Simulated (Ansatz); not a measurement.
Predict the output of the script below (Ansatz's Python interface).

`spin_c4h7n.py`:
```python
"""Gap between spin states of C4H7N at one geometry."""

import ansatz as az
from rdkit import Chem
from rdkit.Chem import AllChem

BASIS = "STO-3G"
XC = "r2scan"

# start geometry from RDKit
rd = Chem.AddHs(Chem.MolFromSmiles("CC1=CN1C"))
AllChem.EmbedMolecule(rd, randomSeed=837)
AllChem.UFFOptimizeMolecule(rd)
molecule = az.Crystal.molecule()
for atom, xyz in zip(rd.GetAtoms(), rd.GetConformer().GetPositions()):
    molecule = molecule.atom(atom.GetSymbol(), xyz.round(5).tolist())

model = (
    molecule.calculation()
    .basis(gaussian=BASIS)
    .functional(XC)
    .accuracy("high")
)
found = {}
for unpaired in [0, 2]:
    r = model.spin("collinear", total=unpaired).run(threads=1, pin="off").report
    s = unpaired / 2
    found[unpaired] = r["free_energy_ev"]
    print(f"2S+1 = {unpaired + 1}: E = {found[unpaired]:.5f} eV, <S^2> = {abs(r['mean_field']['state']['spin_squared']):.3f} (pure state {s * (s + 1):.2f})")
lowest = min(found, key=found.get)
for unpaired, e in found.items():
    print(f"multiplicity {unpaired + 1}: {(e - found[lowest]):.3f} eV above the lowest")
```

```console
$ python spin_c4h7n.py
2S+1 = 1: E = -5671.76881 eV, <S^2> = 0.684 (pure state 0.00)
2S+1 = 3: E = -5671.37574 eV, <S^2> = 2.006 (pure state 2.00)
multiplicity 1: 0.000 eV above the lowest
multiplicity 3: 0.393 eV above the lowest
```

In order: multiplicity 1 (+0.00 eV) and multiplicity 3 (+0.39 eV), all at the one geometry.

Notes:
- The settings weren't tested for convergence.
- The geometry is a force-field or estimated start, not a minimum of this method, and the basis set is short of its limit. All parts are taken at fixed geometry, without zero-point energy.
- The expectation value of S² is noticeably off S(S+1) in at least one run, so that state is spin-contaminated.
- Timing: 41 s on 1 thread of Arm Neoverse V1, on a shared host, peak memory 0.48 GiB.

(Lines on the test bed's own set-up are left out of the output.)
